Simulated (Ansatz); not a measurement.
# Zinc-blende CuI, formation enthalpy

Reference value: -0.352 ± 0.01 eV/atom (measured, 298 K, copied from a table, unchecked, not corrected to a static lattice; as tabulated in Wang et al. (2021), doi:10.1038/s41598-021-94550-5).

| level (code) | value (eV/atom) | difference (eV/atom) |
|---|---|---|
| LDA (Ansatz) | -0.109 | +0.243 |
| PBE (Ansatz) | -0.142 | +0.210 |
| rVV10 (Ansatz) | -0.124 | +0.228 |
| r²SCAN (Ansatz) | -0.192 | +0.160 |
| HSE06 (Ansatz) | -0.387 | -0.035 |

The best agreement in this table is that of HSE06 (-0.035 eV/atom). Farthest off: LDA (+0.243 eV/atom). Of these only HSE06 lands within 0.1 eV/atom.

The reference has no zero-point or thermal correction, while the calculations are for a static lattice, so the differences are not the levels' errors alone.  Density-functional levels without +SOC have no spin–orbit coupling, which shifts binding energies of heavy elements. HSE06: hybrids on metals are sensitive to the k mesh and can open a false gap. Each level is taken at its own relaxed cell. Ansatz's density-functional and Hartree–Fock values are scalar-relativistic unless marked +SOC, with PAW data made under PBE.

Differences are worked out from the printed values.

Ansatz is a quantum-chemistry and plane-wave program.
